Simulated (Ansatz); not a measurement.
Born–Oppenheimer molecular dynamics of BH$_{4}$O (6 atoms, charge 0, multiplicity 2). It starts at the highest image of a converged band. Of that band: The profile has 2 maxima (images 1, 3) with wells between them (image 2): this band takes more than one step, which may be the mechanism or a detour left from its start path. Neighbouring images differ by up to 1.3 eV, so the band resolves the path poorly. A vibrational analysis at the climbing image gives one clearly imaginary mode, 1365i cm⁻¹: a first-order saddle point.

Computed with Ansatz 0.2.0, UKS BHLYP-D4/6-31G*.

```
ensemble                      : NVE (velocity Verlet)
time step                     : 0.5 fs
steps asked                   : 200
starting velocities drawn for : 300 K
seed                          : 3576
```

First frame:

```xyz
6
Properties=species:S:1:pos:R:3
B -0.009 -0.051 0.373
H 0.573 -0.813 1.513
H 0.747 0.723 -0.099
H -1.083 -0.352 -0.028
O 0.036 0.036 1.988
H -0.778 -0.344 2.339
```

(1) How far do the bonds stretch over the last three quarters of this one trajectory? (Pairs bonded in most of those frames.)

## Answers

(1) 
```tsv
bond	mean (Å)	spread (Å)	shortest	longest
B1–H3	1.191	0.011	1.17	1.21
B1–H4	1.198	0.005	1.19	1.21
B1–O5	1.352	0.045	1.27	1.44
O5–H6	0.958	0.010	0.94	0.97
```

Mean temperature of the second half: 2504 K. The conserved energy stayed within 0.17 meV per atom of its start (net change -0.047 meV per atom), so the integration is sound. The kinetic energy rose, since the run started high on the potential surface and went downhill. It ends in pieces (BH3O + H), so much of that is their flight and rotation, not heat. A run of 0.1 ps of so small a system gives no equilibrium averages.

The run took 3 min on 1 thread of Arm Neoverse V2, with other jobs on the host, peak memory 0.091 GiB.
